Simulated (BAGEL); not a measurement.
# HF/STO-3G (density fitting with qzvpp-jkfit) run of CH6SSi (Si(SMe)H3)

Aim: the energy change on altering one bond length of CH6SSi (Si(SMe)H3) at HF/STO-3G (density fitting with qzvpp-jkfit), from 2 runs. 

The results are computed with BAGEL 1.2.2.

### Step 1. The structure to begin with

The species is CH6SSi (9 atoms), meant as a singlet with charge 0. As SMILES, `[H][Si]([H])([H])SC`. The shape is that of a GFN2-xTB optimisation.

Bond lengths: Si1–S2 2.141 Å, S2–C3 1.821 Å, C3–H4 1.086 Å, C3–H5 1.085 Å, C3–H6 1.086 Å, Si1–H7 1.460 Å, Si1–H8 1.449 Å, Si1–H9 1.460 Å. Some angles: Si1–S2–C3 100.3°, S2–Si1–H7 108.3°, S2–Si1–H8 103.5°, S2–Si1–H9 107.6°, S2–C3–H4 109.6°, S2–C3–H5 106.8°, S2–C3–H6 109.9°, H7–Si1–H8 113.4°, H7–Si1–H9 109.9°, H8–Si1–H9 113.6°.

### Step 2. A single-point energy at HF/STO-3G (density fitting with qzvpp-jkfit)

File input.json:

```json
{ "bagel" : [

{
  "title" : "molecule",
  "basis" : "sto-3g",
  "df_basis" : "qzvpp-jkfit",
  "angstrom" : true,
  "geometry" : [
    { "atom" : "Si", "xyz" : [      -0.367610,       0.847030,      -1.211930 ] },
    { "atom" : "S", "xyz" : [      -0.424760,       0.796280,       0.927960 ] },
    { "atom" : "C", "xyz" : [       0.355170,      -0.820020,       1.235220 ] },
    { "atom" : "H", "xyz" : [      -0.246300,      -1.606270,       0.789020 ] },
    { "atom" : "H", "xyz" : [       0.395280,      -0.950100,       2.311360 ] },
    { "atom" : "H", "xyz" : [       1.359700,      -0.829060,       0.823290 ] },
    { "atom" : "H", "xyz" : [       1.030150,       0.837800,      -1.633380 ] },
    { "atom" : "H", "xyz" : [      -1.060400,       2.076470,      -1.540820 ] },
    { "atom" : "H", "xyz" : [      -1.041220,      -0.352130,      -1.700720 ] }
  ]
},

{ "title" : "hf" },

{ "title" : "print", "file" : "orbitals.molden", "orbitals" : true }

]}
```

Launch:

```
BAGEL_NUM_THREADS=1 BAGEL input.json > input.out
```

Output:

```text
* using 1 threads per process

  ===============================================================
  ===============================================================

  *** Geometry ***

  { "atom" : "Si", "xyz" : [     -0.694682,      1.600655,     -2.290216 ] },
  { "atom" : "S", "xyz" : [     -0.802680,      1.504751,      1.753590 ] },
  { "atom" : "C", "xyz" : [      0.671174,     -1.549613,      2.334228 ] },
  { "atom" : "H", "xyz" : [     -0.465440,     -3.035410,      1.491032 ] },
  { "atom" : "H", "xyz" : [      0.746971,     -1.795429,      4.367837 ] },
  { "atom" : "H", "xyz" : [      2.569461,     -1.566696,      1.555793 ] },
  { "atom" : "H", "xyz" : [      1.946701,      1.583213,     -3.086641 ] },
  { "atom" : "H", "xyz" : [     -2.003866,      3.923960,     -2.911728 ] },
  { "atom" : "H", "xyz" : [     -1.967621,     -0.665429,     -3.213895 ] },

  Number of auxiliary basis functions:      439

  Since a DF basis is specified, we compute 2- and 3-index integrals:
    o Being stored without compression. Storage requirement is 0.003 GB

  Number of basis functions:       29
  Number of electrons      :       42

    * METHOD: MOLECULE                             0.13

  *** RHF ***

  === Nuclear Repulsion ===
   153.1567558451

      * DIIS with orbital gradients will be used.

  === RHF iteration (sto-3g) ===
      0       -719.64981534          0.01083104           0.01
      1       -719.69293582          0.00270854           0.01
      2       -719.69521768          0.00056957           0.01
      3       -719.69537442          0.00007761           0.01
      4       -719.69537703          0.00001081           0.01
      5       -719.69537711          0.00000220           0.01
      6       -719.69537711          0.00000027           0.01
      7       -719.69537711          0.00000005           0.01
      8       -719.69537711          0.00000001           0.01
    * SCF iteration converged.

    * Permanent dipole moment:
           (   -0.119250,     0.205960,     0.461582) a.u.

    * METHOD: HF                                   0.20

    * METHOD: PRINT                                0.00

  ===============================================================
```

Wall time 0.46 s (1 thread of Arm Neoverse V1, shared host).

### Step 3. The distorted shape at the same level

File input.json:

```json
{ "bagel": [

{
  "title": "molecule",
  "basis": "sto-3g",
  "df_basis": "qzvpp-jkfit",
  "angstrom": true,
  "geometry": [
    { "atom": "Si", "xyz": [   -0.266581,    1.026883,   -1.138620 ] },
    { "atom": "S", "xyz": [   -0.323731,    0.976133,    1.001270 ] },
    { "atom": "C", "xyz": [    0.456199,   -0.640167,    1.308530 ] },
    { "atom": "H", "xyz": [   -0.145271,   -1.426417,    0.862330 ] },
    { "atom": "H", "xyz": [    0.496309,   -0.770247,    2.384670 ] },
    { "atom": "H", "xyz": [    1.460729,   -0.649207,    0.896600 ] },
    { "atom": "H", "xyz": [    1.131179,    1.017653,   -1.560070 ] },
    { "atom": "H", "xyz": [   -0.959371,    2.256323,   -1.467510 ] },
    { "atom": "H", "xyz": [   -1.041220,   -0.352130,   -1.700720 ] }
  ]
},
{ "title": "hf" },
{ "title": "print", "file": "orbitals.molden", "orbitals": true }

]}
```

Launch:

```
BAGEL_NUM_THREADS=1 BAGEL input.json > input.out
```

Output:

```text
* using 1 threads per process

  ===============================================================
  ===============================================================

  *** Geometry ***

  { "atom" : "Si", "xyz" : [     -0.503765,      1.940528,     -2.151680 ] },
  { "atom" : "S", "xyz" : [     -0.611763,      1.844624,      1.892126 ] },
  { "atom" : "C", "xyz" : [      0.862091,     -1.209740,      2.472763 ] },
  { "atom" : "H", "xyz" : [     -0.274522,     -2.695537,      1.629568 ] },
  { "atom" : "H", "xyz" : [      0.937888,     -1.455556,      4.506373 ] },
  { "atom" : "H", "xyz" : [      2.760378,     -1.226823,      1.694328 ] },
  { "atom" : "H", "xyz" : [      2.137619,      1.923085,     -2.948105 ] },
  { "atom" : "H", "xyz" : [     -1.812948,      4.263833,     -2.773192 ] },
  { "atom" : "H", "xyz" : [     -1.967621,     -0.665429,     -3.213895 ] },

  Number of auxiliary basis functions:      439

  Since a DF basis is specified, we compute 2- and 3-index integrals:
    o Being stored without compression. Storage requirement is 0.003 GB

  Number of basis functions:       29
  Number of electrons      :       42

    * METHOD: MOLECULE                             0.14

  *** RHF ***

  === Nuclear Repulsion ===
   152.2801533953

      * DIIS with orbital gradients will be used.

  === RHF iteration (sto-3g) ===
      0       -719.62167352          0.01116835           0.01
      1       -719.66702359          0.00281896           0.01
      2       -719.66952269          0.00060226           0.01
      3       -719.66970126          0.00008386           0.01
      4       -719.66970429          0.00001335           0.01
      5       -719.66970441          0.00000261           0.01
      6       -719.66970441          0.00000043           0.01
      7       -719.66970441          0.00000013           0.01
      8       -719.66970441          0.00000002           0.01
      9       -719.66970441          0.00000001           0.01
    * SCF iteration converged.

    * Permanent dipole moment:
           (   -0.154227,     0.159287,     0.423151) a.u.

    * METHOD: HF                                   0.22

    * METHOD: PRINT                                0.00

  ===============================================================
```

Wall time 0.48 s (1 thread of Arm Neoverse V1, shared host).

### Step 4. Results

Level: HF/STO-3G (density fitting with qzvpp-jkfit).

| quantity | value |
| --- | --- |
| first shape: total energy | -719.69538 Eh |
| first shape: dipole moment | 1.32 D |
| first shape: HOMO energy | -6.52 eV |
| first shape: LUMO energy | 11.34 eV |
| first shape: HOMO–LUMO gap | 17.85 eV |
| distorted shape: total energy | -719.66970 Eh |
| distorted shape: dipole moment | 1.21 D |
| distorted shape: HOMO energy | -6.53 eV |
| distorted shape: LUMO energy | 10.87 eV |
| distorted shape: HOMO–LUMO gap | 17.40 eV |
| energy change with the Si1–H9 bond stretched from 1.460 to 1.679 Å | 0.699 eV |

What this shows: With the Si1–H9 bond stretched from 1.460 to 1.679 Å the energy rises by 0.70 eV (67.4 kJ/mol). The first shape isn't relaxed at this level, so the change isn't measured from a minimum. The minimal basis adds a large error of its own.
